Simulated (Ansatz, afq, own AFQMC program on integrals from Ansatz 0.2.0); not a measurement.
BeS⁺, doublet: AFQMC among the cluster methods

```yaml
atoms:
  - { symbol: S, position_ang: [0.0000, 0.0000, 0.0000] }
  - { symbol: Be, position_ang: [0.0000, 0.0000, 1.8425] }
```

Basis cc-pVDZ. Noble-gas cores (and the filled d shells of Ga–Kr and In–Xe) are frozen. Integrals, coupled cluster, full CI and functionals: Ansatz 0.2.0; the random walks run on the same integrals in our own AFQMC program. ph-AFQMC/CISD is guided by a CISD state made of CCSD amplitudes; releasing the constraint for a short imaginary time cuts its bias at the price of noise, slowly where states lie close. Uncertainties: one standard error, sampling alone.

Determinant: UHF, the one that the program's search chose, which needn't be the lowest solution. The geometry is a PBE0/def2-TZVP stationary point of this or a neighbouring charge and spin state.

No full CI on the walks' own integrals is used here; CCSDT(Q) serves as the reference and is uncertain by about the last step of the cluster series.

- T1 diagnostic: 0.0215
- weight of the determinant in the CISD state: 0.915
- ⟨S²⟩ of the determinant: 0.759
- size of the correlated space: 7 electrons in 26 orbitals

Reference: CCSDT(Q), correlation energy -4.015 eV. The released energy is read at 1.62 1/Eh, later times being too noisy (meV from the phaseless value at times in 1/Eh: 7 ± 11 at 0.24, -3 ± 9 at 0.51, -5 ± 11 at 0.99, -12 ± 13 at 1.62, -15 ± 24 at 2.40).

```csv
level,E − E(reference) (kJ/mol),share of correlation (%)
HF,387.4,0.00
MP2,67.4,82.61
CCSD,15.4,96.04
CCSD(T),3.2,99.19
CCSDT,1.0,99.75
ph-AFQMC/HF,5.0 ± 4.0,98.72
ph-AFQMC/CISD,1.1 ± 1.0,99.73
released AFQMC,-0.1 ± 1.2,100.02
```

A walk keeps the symmetry of its determinant, which the program's search chose and which needn't be the lowest solution, so a lower state of the same spin and another symmetry isn't excluded. Released energies are given only where the last usable release times agree within the noise; a slower fall can still hide under it.
